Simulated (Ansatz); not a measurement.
**CH3S− (SMILES [CH2-]S): single points off equilibrium**

The atoms stand at a structure displaced at random from a GFN2-xTB minimum. How far do the functionals agree with CCSD(T) there?

Method: single points in def2-TZVPPD; program: Ansatz 0.2.0, Gaussian basis.

Cores are frozen in the correlated methods.

### Step 1. The starting structure

SMILES `[CH2-]S`, 5 atoms, charge -1, spin multiplicity 1.

Atoms are counted from 1 here; the program's logs count them from 0.

Bond lengths: C1–S2 1.723 Å, C1–H3 1.219 Å, C1–H4 1.164 Å, S2–H5 1.479 Å. Angles: S2–C1–H3 103.6°, S2–C1–H4 112.5°, H3–C1–H4 100.1°, C1–S2–H5 99.1°.

As a file:

```xyz
5

C    -0.1132   -0.6106   -0.2137
S     0.2314    0.9479    0.4341
H    -1.3268   -0.6923   -0.1324
H     0.1979   -1.4706    0.5068
H     0.8971    1.5469   -0.7426
```

### Step 2. CCSD(T)/def2-TZVPPD

The input, run/in.yaml:

```yaml
crystal:
  periodic: [false, false, false]
  atoms:
    - {symbol: C, position_ang: [-0.113200, -0.610600, -0.213700]}
    - {symbol: S, position_ang: [0.231400, 0.947900, 0.434100]}
    - {symbol: H, position_ang: [-1.326800, -0.692300, -0.132400]}
    - {symbol: H, position_ang: [0.197900, -1.470600, 0.506800]}
    - {symbol: H, position_ang: [0.897100, 1.546900, -0.742600]}
basis:
  gaussian: {orbitals: "def2-TZVPPD.json"}
total_charge: -1
correlation: {method: ccsd_t}
output: {forces: true}
```

The basis file named in the input lies beside it (Basis Set Exchange, JSON).

No record of the launch command was kept for these runs.

### Step 3. PBE0-D4/def2-TZVPPD

Edit run/in.yaml of step 2 so:

```diff
@@ -11,3 +11,3 @@
 total_charge: -1
-correlation: {method: ccsd_t}
-output: {forces: true}
+hamiltonian: {xc: pbe0, dispersion: d4}
+output: {forces: true, orbitals: {seedname: orbitals}}
```

### Step 4. wB97M-V/def2-TZVPPD

Edit run/in.yaml of step 3 so:

```diff
@@ -11,3 +11,3 @@
 total_charge: -1
-hamiltonian: {xc: pbe0, dispersion: d4}
-output: {forces: true, orbitals: {seedname: orbitals}}
+hamiltonian: {xc: {name: wB97M-V}}
+output: {forces: true}
```

### Step 5. r2SCAN-D4/def2-TZVPPD

Edit run/in.yaml of step 4 so:

```diff
@@ -11,3 +11,3 @@
 total_charge: -1
-hamiltonian: {xc: {name: wB97M-V}}
+hamiltonian: {xc: r2scan, dispersion: d4}
 output: {forces: true}
```

### Step 6. PBE-D4/def2-TZVPPD

Edit run/in.yaml of step 5 so:

```diff
@@ -11,3 +11,3 @@
 total_charge: -1
-hamiltonian: {xc: r2scan, dispersion: d4}
+hamiltonian: {xc: pbe, dispersion: d4}
 output: {forces: true}
```

### Step 7. revPBE-D4/def2-TZVPPD

Edit run/in.yaml of step 6 so:

```diff
@@ -11,3 +11,3 @@
 total_charge: -1
-hamiltonian: {xc: pbe, dispersion: d4}
+hamiltonian: {xc: {name: revPBE}, dispersion: d4}
 output: {forces: true}
```

### Step 8. r2SCANh-D4/def2-TZVPPD

Edit run/in.yaml of step 7 so:

```diff
@@ -11,3 +11,3 @@
 total_charge: -1
-hamiltonian: {xc: {name: revPBE}, dispersion: d4}
+hamiltonian: {xc: {name: r2SCANh}, dispersion: d4}
 output: {forces: true}
```

(Steps that only read results are left out.)

**Question.** What will these runs give? Wanted: RMS force component; RMS force error; HOMO and LUMO, PBE0-D4; T1 diagnostic.

**Answer**, as computed:

| quantity | value |
| --- | --- |
| RMS force component | 1.383 to 1.608 eV/Å over the methods |
| RMS force error | PBE0-D4 0.195, wB97M-V 0.126, r2SCAN-D4 0.183, PBE-D4 0.264, revPBE-D4 0.262, r2SCANh-D4 0.177 eV/Å |
| HOMO and LUMO, PBE0-D4 | 0.70 and 3.96 eV |
| T1 diagnostic | 0.015 |

**Reading.** The forces of wB97M-V come nearest to CCSD(T), those of PBE-D4 are farthest. Frozen-core CCSD(T) forces in triple zeta carry basis errors of their own, and this is one geometry, so small gaps rank nothing.
